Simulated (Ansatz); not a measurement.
# CH₂ (singlet): from Hartree-Fock to the top rungs, cc-pVDZ

Aim: climb from Hartree-Fock through coupled cluster and multireference methods for CH₂ (singlet) at one geometry and basis, and see what each rung misses.

The runs use Ansatz 0.2.0, Gaussian basis; cc-pVDZ, core rule «outside noble gas», up to 1 orbitals frozen.

To be run: UHF; CCSD(T) on RHF; CCSD(T) on UHF; BCCD(T) on RHF; CISD; CCSDT(Q) on RHF; CCSDT(Q) on UHF; CISDTQ; CCSDTQ on RHF; CASSCF and MRCISD+Q, 6 electrons in 6 orbitals; CASSCF and NEVPT2, 6 electrons in 6 orbitals; Full CI; Full CI, several states.

15 further runs of the same task are left out: 3 that didn't finish, 12 set aside as unsound or not needed.

### 1 The system

The geometry is a PBE0/def2-TZVP stationary point (not a proven minimum).

3 atoms, charge 0, spin multiplicity 1.

Atoms are counted from 1 here; the program's logs count them from 0.

Bond lengths: C1–H2 1.113 Å, C1–H3 1.113 Å. Angles: H2–C1–H3 101.6°.

### 2 UHF

File in.yaml:

```yaml
crystal:
  periodic: [false, false, false]
  atoms:
    - {symbol: C, position_ang: [0.000000, -0.101062, 0.000000]}
    - {symbol: H, position_ang: [0.000000, 0.602132, -0.862093]}
    - {symbol: H, position_ang: [0.000000, 0.602132, 0.862093]}
basis:
  gaussian: {orbitals: cc-pVDZ}
magnetization: {spin_polarized: true, initial_magnetization: 0}
hamiltonian: {xc: hf}
output: {orbitals: {seedname: orbitals}}
```

Launch:

```sh
> ansatz run in.yaml --threads 1 --pin off --events-out ev --progress --plain --max-ram 2393MiB
```

Further steps of the session: CCSD(T) on RHF; CCSD(T) on UHF; BCCD(T) on RHF; CISD; CCSDT(Q) on RHF; CCSDT(Q) on UHF; CISDTQ; CCSDTQ on RHF; CASSCF and MRCISD+Q, 6 electrons in 6 orbitals; CASSCF and NEVPT2, 6 electrons in 6 orbitals; Full CI; Full CI, several states.

Before running them: what should the planned runs give, taken together? Wanted: FCI below the RHF energy; RMP2 from FCI; UMP2 from FCI; RCCSD from FCI; RCCSD(T) from FCI; UCCSD(T) from FCI; RCCSDT(Q) from FCI; UCCSDT(Q) from FCI; NEVPT2 valence from FCI.

**Answer**, as computed:

| quantity | value |
| --- | --- |
| FCI below the RHF energy | -3.8680 eV |
| RMP2 from FCI | +83.6 kJ/mol |
| UMP2 from FCI | +66.5 kJ/mol |
| RCCSD from FCI | +10.0 kJ/mol |
| RCCSD(T) from FCI | +2.4 kJ/mol |
| UCCSD(T) from FCI | -0.3 kJ/mol |
| RCCSDT(Q) from FCI | +0.1 kJ/mol |
| UCCSDT(Q) from FCI | +0.1 kJ/mol |
| NEVPT2 valence from FCI | +55.1 kJ/mol |
| MRCISD+Q valence from FCI | +0.2 kJ/mol |
| levels within 1 kcal/mol (43 meV) | RCCSD(T), UCCSD(T), BCCD(T), RCCSDT, UCCSDT, CISDTQ, RCCSDT(Q), UCCSDT(Q), RCCSDTQ, MRCISD+Q valence |
| T1 diagnostic | 0.009 |
| effectively unpaired electrons | 0.09 |

RCCSD(T) misses by +2.4 kJ/mol, 0.6 % of the correlation energy. CCSD(T) misses by +2.4 kJ/mol on the restricted determinant and by -0.3 kJ/mol on the unrestricted one; the two need not hold the same state or core. UCCSD(T) falls below full CI: unrestricted runs freeze a spin-polarised core, another one than full CI's, and coupled cluster isn't variational. One determinant dominates. Of the multireference levels listed MRCISD+Q valence comes nearest in total energy (+0.2 kJ/mol), which doesn't show that its space is the better one. The next state among those solved, a singlet, lies 0.07 eV up. These misses are within one basis, not against nature.
